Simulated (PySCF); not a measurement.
FLi, charge +1, quartet, at a GFN2-xTB geometry of the parent state (such geometries of metal compounds can be far from the true shape) (a state made from the parent by changing its charge; the spin is typed, not shown lowest); M062X/6-31G (PySCF).

PySCF was given this input:
```python
from pyscf import gto, scf, dft

mol = gto.M(
    atom='''
Li   -0.00000000   -0.00000000   -1.14043347
F     0.00000000    0.00000000    0.38014449
''',
    basis='6-31g',
    charge=1,
    spin=3,
    verbose=4,
)

mf = dft.UKS(mol)
mf.xc = 'm062x'
mf.kernel()
mf.analyze()
```

It wrote (shortened):

```
PySCF version 2.14.0

[INPUT] verbose = 4
[INPUT] num. atoms = 2
[INPUT] num. electrons = 11
[INPUT] charge = 1
[INPUT] spin (= nelec alpha-beta = 2S) = 3
[INPUT] symmetry False subgroup None
[INPUT] Mole.unit = angstrom
[INPUT] Symbol           X                Y                Z      unit          X                Y                Z       unit  Magmom
[INPUT]  1 Li     0.000000000000   0.000000000000  -1.140433470000 AA    0.000000000000   0.000000000000  -2.155106921587 Bohr   0.0
[INPUT]  2 F      0.000000000000   0.000000000000   0.380144490000 AA    0.000000000000   0.000000000000   0.718368973862 Bohr   0.0

nuclear repulsion = 9.39628553792796
number of shells = 10
number of NR pGTOs = 44
number of NR cGTOs = 18
basis = 6-31g
ecp = {}

******** <class 'pyscf.dft.uks.UKS'> ********
method = UKS
initial guess = minao
damping factor = 0
level_shift factor = 0
DIIS = <class 'pyscf.scf.diis.CDIIS'>
diis_start_cycle = 1
diis_space = 8
diis_damp = 0
SCF conv_tol = 1e-09
SCF conv_tol_grad = None
SCF max_cycles = 50
direct_scf = True
direct_scf_tol = 1e-13
number electrons alpha = 7  beta = 4
XC library pyscf.dft.libxc version 7.1.2
    S. Lehtola, C. Steigemann, M. J. T. Oliveira, and M. A. L. Marques,  SoftwareX 7, 1–5 (2018)
XC functionals = m062x
    Y. Zhao and D. G. Truhlar,  Theor. Chem. Acc. 120, 215 (2008)
    Y. Zhao and D. G. Truhlar,  Theor. Chem. Acc. 120, 215 (2008)
radial grids:
    Treutler-Ahlrichs [JCP 102, 346 (1995); DOI:10.1063/1.469408] (M4) radial grids

becke partition: Becke, JCP 88, 2547 (1988); DOI:10.1063/1.454033
pruning grids: <function nwchem_prune>
grids dens level: 3
symmetrized grids: False
atomic radii adjust function: <function treutler_atomic_radii_adjust>
small_rho_cutoff = 0
Set gradient conv threshold to 3.16228e-05
tot grids = 27984
init E= -107.101482668013

cycle= 1 E= -106.237998170068  delta_E= 0.863  |g|= 0.591  |ddm|= 1.05

cycle= 2 E= -106.373807001972  delta_E= -0.136  |g|= 0.27  |ddm|= 0.959

cycle= 3 E= -106.397848408473  delta_E= -0.024  |g|= 0.018  |ddm|= 0.203

cycle= 4 E= -106.398507840823  delta_E= -0.000659  |g|= 0.00314  |ddm|= 0.0833

cycle= 5 E= -106.398553922468  delta_E= -4.61e-05  |g|= 0.000679  |ddm|= 0.0174

cycle= 6 E= -106.398556648282  delta_E= -2.73e-06  |g|= 9.93e-05  |ddm|= 0.00659

cycle= 7 E= -106.398556693469  delta_E= -4.52e-08  |g|= 7.17e-06  |ddm|= 0.00121

cycle= 8 E= -106.398556693554  delta_E= -8.5e-11  |g|= 3.94e-07  |ddm|= 5.33e-05

Extra cycle  E= -106.398556693555  delta_E= -2.13e-13  |g|= 9.09e-08  |ddm|= 1.48e-06
converged SCF energy = -106.398556693555  <S^2> = 3.7517702  2S+1 = 4.000885
**** SCF Summaries ****
Total Energy =                        -106.398556693554511
Nuclear Repulsion Energy =               9.396285537927961
One-electron Energy =                 -159.892784278824251
Two-electron Energy =                   44.097942047341775
Two-electron Coulomb Energy =           55.872680356182315
DFT Exchange-Correlation Energy =      -11.774738308840536
**** MO energy ****
                             alpha | beta                alpha | beta
MO #1   energy= -26.1920420922917  | -26.1316248919381  occ= 1 | 1
MO #2   energy= -2.50673600188025  | -2.50211398768142  occ= 1 | 1
MO #3   energy= -2.13632652744286  | -1.91354643364524  occ= 1 | 1
MO #4   energy= -1.38679438463102  | -1.22351901301055  occ= 1 | 1
MO #5   energy= -1.386794384631    | -0.809988757568244 occ= 1 | 0
MO #6   energy= -1.31653994083113  | -0.80998875756824  occ= 1 | 0
MO #7   energy= -0.377645026129658 | -0.0949904252543876 occ= 1 | 0
MO #8   energy= -0.201221193295408 | 0.0373404688040455 occ= 0 | 0
MO #9   energy= -0.201221193295407 | 0.0516455988476256 occ= 0 | 0
MO #10  energy= -0.168156279362916 | 0.0516455988476259 occ= 0 | 0
MO #11  energy= -0.0372316026161165 | 0.100793596370603  occ= 0 | 0
MO #12  energy= -0.0372316026161115 | 0.100793596370604  occ= 0 | 0
MO #13  energy= -0.0137416779050863 | 0.117258790534673  occ= 0 | 0
MO #14  energy= -0.00481189842426932 | 0.14151161826075   occ= 0 | 0
MO #15  energy= 0.647471949132579  | 0.760410522807494  occ= 0 | 0

To work with the spin densities directly, `use mulliken_meta_spin()` only printing them here.

 ** Mulliken spin pop alpha/beta on meta-lowdin orthogonal AOs **
 ** Mulliken Spin Density (per AO)  **
spin_pop of  0 Li 1s        0.00025
spin_pop of  0 Li 2s        0.90366
spin_pop of  0 Li 3s        0.02087
spin_pop of  0 Li 2px       0.00006
spin_pop of  0 Li 2py       0.00006
spin_pop of  0 Li 2pz       0.05909
spin_pop of  0 Li 3px       0.00003
spin_pop of  0 Li 3py       0.00003
spin_pop of  0 Li 3pz       0.00007
spin_pop of  1 F 1s       -0.00000
spin_pop of  1 F 2s        0.01259
spin_pop of  1 F 3s        0.00230
spin_pop of  1 F 2px       0.98705
spin_pop of  1 F 2py       0.98705
spin_pop of  1 F 2pz      -0.00369
spin_pop of  1 F 3px       0.01286
spin_pop of  1 F 3py       0.01286
spin_pop of  1 F 3pz       0.00487
 ** Mulliken Spin Density (per atom)  **
spin density of  0 Li =      0.98411
spin density of  1 F =      2.01589
 ** Mulliken pop alpha/beta on meta-lowdin orthogonal AOs **
 ** Mulliken pop       alpha | beta **
pop of  0 Li 1s        0.99995 | 0.99971
pop of  0 Li 2s        0.92157 | 0.01791
pop of  0 Li 3s        0.02090 | 0.00004
pop of  0 Li 2px       0.00006 | 0.00000
pop of  0 Li 2py       0.00006 | 0.00000
pop of  0 Li 2pz       0.05921 | 0.00012
pop of  0 Li 3px       0.00003 | 0.00000
pop of  0 Li 3py       0.00003 | 0.00000
pop of  0 Li 3pz       0.00014 | 0.00008
pop of  1 F 1s        0.99999 | 1.00000
pop of  1 F 2s        0.99563 | 0.98304
pop of  1 F 3s        0.00255 | 0.00025
pop of  1 F 2px       0.98705 | 0.00000
pop of  1 F 2py       0.98705 | 0.00000
pop of  1 F 2pz       0.99161 | 0.99530
pop of  1 F 3px       0.01286 | 0.00000
pop of  1 F 3py       0.01286 | 0.00000
pop of  1 F 3pz       0.00844 | 0.00357
In total             7.00000 | 4.00000
 ** Mulliken atomic charges   ( Nelec_alpha | Nelec_beta ) **
charge of  0Li =     -0.01980  (     2.00195      1.01785 )
charge of  1F =      1.01980  (     4.99805      2.98215 )

WARN: System has nonzero charge 1; the dipole moment is origin-dependent.
Location of origin: [0. 0. 0.]

Dipole moment(X, Y, Z, Debye): -0.00000, -0.00000, -0.09066
```
